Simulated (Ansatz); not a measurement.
## Cost against result

Saddle point of C$_{2}$H$_{9}$B, closed shell (C₂H₇B ([BH2][CH2][CH3]) + H₂ → C₂H₆ (CC) + BH₃; bonds formed: B1–H7, C2–H6; bonds broken: B1–C2, H6–H7), PBE0-D4/def2-TZVP structure:

B1  (-0.351, 1.350, 0.194)
C2  (0.395, -0.085, -0.521)
C3  (-0.080, -1.431, -0.003)
H4  (-1.507, 1.093, 0.334)
H5  (0.059, 2.312, -0.380)
H6  (0.498, 0.624, 0.739)
H7  (0.111, 1.436, 1.379)
H8  (1.485, -0.056, -0.618)
H9  (0.008, 0.106, -1.521)
H10  (0.273, -2.246, -0.640)
H11  (0.281, -1.631, 1.011)
H12  (-1.170, -1.471, 0.026)
(Å)

Barriers are electronic and count from the start structure reached by relaxing down the imaginary mode.

Computed with Ansatz 0.2.0 (basis: as named in each row); correlated methods freeze the cores. B3LYP uses VWN-RPA correlation. Extrapolation: Hartree–Fock as exp(−7.88 √X), correlation as X^−2.97.

Times are rough, for one single point on 2 threads of a shared host (Arm Neoverse V1).

The estimate by CCSD(T) at an estimated basis limit (MP2 extrapolated from triple and quadruple zeta, plus CCSD(T) − MP2 in triple zeta) is 14.12 kcal/mol.

| method | basis | time (s) | barrier (kcal/mol) | method less estimate |
| --- | --- | --- | --- | --- |
| SPW92 | def2-TZVPP | 2 | 7.97 | -6.14 |
| PBE-D4 | def2-TZVPP | 3 | 10.03 | -4.09 |
| CAM-B3LYP-D4 | def2-TZVPP | 3 | 13.64 | -0.48 |
| BHLYP-D4 | def2-TZVPP | 3 | 15.58 | 1.46 |
| BLYP-D4 | def2-TZVPP | 4 | 12.18 | -1.93 |
| B3LYP-D4 | def2-TZVPP | 4 | 13.29 | -0.82 |
| PBE0-D4 | def2-TZVPP | 4 | 11.64 | -2.47 |
| r2SCAN0-D4 | def2-TZVPP | 6 | 12.47 | -1.65 |
| r2SCAN-D4 | def2-TZVPP | 6 | 11.19 | -2.93 |
| PBE-QIDH | def2-TZVPP | 6 | 13.03 | -1.09 |
| RPA on PBE | def2-TZVPP | 6 | 13.31 | -0.81 |
| B2PLYP | def2-TZVPP | 8 | 13.63 | -0.48 |
| wB97X-V | def2-TZVPP | 9 | 13.51 | -0.60 |
| wB97M-V | def2-TZVPP | 10 | 13.39 | -0.73 |
| B97M-V | def2-TZVPP | 12 | 11.16 | -2.96 |
| MP2 | def2-QZVPP | 33 | 13.08 | -1.03 |
| CCSD(T) | def2-TZVPP | 75 | 13.93 | -0.18 |

All methods are single points on the PBE0-D4 structures.

No T1 diagnostic of these runs exceeds 0.010.

Labels in which every atom is bracketed show which atoms are joined, not bond orders.
